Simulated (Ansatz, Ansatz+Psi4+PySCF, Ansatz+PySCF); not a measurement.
```yaml
atoms:
  - { symbol: C, position_ang: [0.0000, 0.0000, 0.0000] }
  - { symbol: H, position_ang: [0.0000, 1.0784, 0.0000] }
  - { symbol: H, position_ang: [0.9339, -0.5392, 0.0000] }
  - { symbol: H, position_ang: [-0.9339, -0.5392, 0.0000] }
```

Basis set: cc-pVTZ (spherical functions). Correlated methods keep 1 orbital frozen. Correlation on ROHF uses semicanonical orbitals with singles. Charge 0, multiplicity 2.

Computed with Ansatz (development build ahead of 0.2.0); free ground-state atoms in the same class of orbitals, no zero-point energy, no relativity.

The atomization energy of doublet CH₃ from measured heats of formation, zero-point and thermal terms removed is 13.333 eV (G2/97 set, Curtiss et al., J. Chem. Phys. 106, 1063 (1997), as shipped with ASE); it holds spin-orbit and other relativistic effects.

(1) How far do UHF-CCSD(T), ROHF-CCSD(T), ROHF-MP2, UHF-MP2 miss it in this basis?

Answers

(1)

| method | atomization energy (eV) | computed − measured (eV) |
| --- | --- | --- |
| UHF-CCSD(T) | 13.083 | -0.250 |
| ROHF-CCSD(T) | 13.084 | -0.249 |
| ROHF-MP2 | 13.014 | -0.319 |
| UHF-MP2 | 13.000 | -0.333 |
